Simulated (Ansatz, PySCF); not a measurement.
C3H8. Atoms are numbered in the order given.

```xyz
11

C      1.2754     0.0000     0.2586
C      0.0000     0.0000    -0.5840
C     -1.2754     0.0000     0.2586
H      2.1800     0.0000    -0.3704
H      1.3222    -0.8885     0.9108
H      1.3222     0.8885     0.9108
H      0.0000     0.8807    -1.2506
H      0.0000    -0.8807    -1.2506
H     -2.1800     0.0000    -0.3704
H     -1.3222     0.8885     0.9108
H     -1.3222    -0.8885     0.9108
```

Coordinates come from a B3LYP-D3(BJ)/def2-SVP optimisation.

Vertical ionisation energy (IE) and electron affinity (EA) in eV. Rows of orbital energies are one-electron estimates. Where ΔSCF, EOM or ADC give a negative EA the extra electron is unbound and the value depends on the basis.

```tsv
level	IE	EA
−ε(HOMO), −ε(LUMO), r2SCAN/def2-TZVPD (PySCF)	7.99	-0.69
−ε(HOMO), −ε(LUMO), PBE/def2-TZVPD (PySCF)	7.69	0.15
ΔSCF, CAM-B3LYP/def2-SVPD (Ansatz), final states of multiplicity 2 and 2	11.69	-2.12
ΔSCF, PBE/def2-SVPD (Ansatz), final states of multiplicity 2 and 2	11.04	-1.86
```

**Question.** What vertical singlet–triplet gap does ΔSCF give with CAM-B3LYP/def2-SVPD (Ansatz, a program for electronic structure) and with PBE/def2-SVPD (Ansatz)? (An estimate is asked for; the answer gives what the named calculation found.)

**Answer.** 8.86 and 7.99 eV (triplet above singlet where positive).
